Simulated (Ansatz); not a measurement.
1T (CdI2-type) HfS2: smallest direct gap on the k points sampled by level of theory

No measured value is used here.

```tsv
level (code)	value (eV)	cell (Å³/atom)
LDA+SOC (Ansatz)	1.67	22.26
PBE+SOC (Ansatz)	[?]	26.22
revPBE (Ansatz)	2.13	32.76
RPBE (Ansatz)	[?]	30.20
PBE-D3(BJ) (Ansatz)	1.80	21.64
HSE06-D3(BJ) (Ansatz)	2.69	21.23
Hartree–Fock (Ansatz)	9.17	22.26
```

Question: What belongs in the gaps?

Answer: 
- PBE+SOC (Ansatz, a quantum-chemistry and plane-wave program), value (eV): 1.97
- RPBE (Ansatz), value (eV): 2.16

At these levels the smallest gap is indirect and lower: LDA+SOC 0.86, PBE+SOC 1.18, revPBE 1.40, RPBE 1.43, PBE-D3(BJ) 0.85, HSE06-D3(BJ) 1.58, Hartree–Fock 7.94 eV. Computed values are for a static lattice. Spin–orbit coupling is included only where a level's name says +SOC; with heavier elements it mostly lowers gaps and can invert bands.  PBE+SOC, revPBE, RPBE: for a layered or molecular solid the relaxed cell lies over 5 % above the published volume, where the minimum can be shallow. PBE+SOC, revPBE, RPBE: the cell comes from a level without a dispersion term, which matters for the spacing of layers, chains or molecules. Values are at the level's own relaxed cell; LDA+SOC at a fixed cell, not relaxed at this level and not confirmed as the measured one; Hartree–Fock at a fixed cell, not relaxed at this level and not confirmed as the measured one. Cutoffs and k meshes differ between the levels. Ansatz's density-functional and Hartree–Fock values are scalar-relativistic unless marked +SOC, with PAW data made under PBE.
